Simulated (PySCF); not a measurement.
Static response to an electric field

Compound: C4H6N2.
Structure used (PBE0-D3(BJ)/def2-SVP), in Å, numbered top down from 1:
```xyz
12
C4H6N2 angstrom
C     -1.6680   -0.1296    0.0540
N     -0.2415    0.0404   -0.0326
C      0.7165   -0.7716    0.5217
C      1.9219   -0.2076    0.1740
N      1.7235    0.9186   -0.5717
C      0.4242    1.0390   -0.6773
H     -2.0085   -0.0910    1.0999
H     -2.1606    0.6798   -0.5004
H     -1.9795   -1.0897   -0.3846
H      0.4589   -1.6565    1.0990
H      2.9209   -0.5613    0.4272
H     -0.1077    1.8294   -1.2092
```

Level: CAM-B3LYP/def2-SVPD (PySCF), static field, nuclei fixed, core orbitals frozen in the response. The polarisability tensor in these axes (au):

```
x    72.33   0.61   0.20
y     0.61  57.29 -10.70
z     0.20 -10.70  48.09
```

Question: Give the principal values, the mean and the anisotropy Δα = √{½[(α1 − α2)² + (α2 − α3)² + (α1 − α3)²]}.

Answer: Principal values 41.04, 64.31 and 72.36 au; mean 59.24 au = 8.78 Å³ = 9.77 × 10⁻⁴⁰ C²·m²/J; Δα = 28.18 au (48 % of the mean).

Question: What is the dipole moment, and where does it point?

Answer: (-3.81, -1.46, 0.89) D, 4.17 D in size, pointing from the negative to the positive side. Measured along this direction, the outermost atoms are H11 at the negative end and H9 and H7 at the positive end.

Question: What depolarisation ratio follows for Rayleigh scattering of linearly polarised light, taking the static tensor?

Answer: ρ = 3Δα²/(45ᾱ² + 4Δα²) = 2381.8/(157909 + 3175.7) = 0.0148.

Question: Traceless (Buckingham) quadrupole moment about the centre of nuclear charge: eigenvalues?

Answer: -4.65, -3.11, 7.76 D·Å. The values depend on the origin, since the dipole doesn't vanish. The electronic extent ⟨r²⟩ about the same centre is 490 bohr², a root-mean-square distance of 1.77 Å for the 44 electrons.

Question: In TDDFT the mean static polarisability is Σ f/ω² over all singlet excitations (ω in hartree). How much of it do the 10 lowest give? Their energies (eV) and oscillator strengths: 6.32, 0.0073; 6.48, 0.1561; 6.68, 0.0021; 6.99, 0.0018; 7.17, 0.0195; 7.43, 0.0099; 7.48, 0.0045; 7.56, 0.0090; 7.79, 0.0075; 7.90, 0.0067.

Answer: They add up to 3.71 au, 6.3 % of the 59.24 au; the largest single term is 2.75 au, from the state at 6.48 eV. Terms in order: 0.14, 2.75, 0.03, 0.03, 0.28, 0.13, 0.06, 0.12, 0.09, 0.08 au. Higher excitations give the rest. The strengths listed sum to 0.224.

Question: What molar refraction does this α imply?

Answer: Lorentz–Lorenz: R = (4π/3)N_A α = 2.5225 cm³/(mol·Å³) × 8.78 Å³ = 22.1 cm³/mol, in the limit of long wavelengths.

Geometry: PBE0-D3(BJ)/def2-SVP; no solvent, vibrations or thermal averaging.

These values come from a run that also computed excited states and ΔSCF ions. Time: 50 s. Hardware: an x86-64 server with one thread, on a shared host.
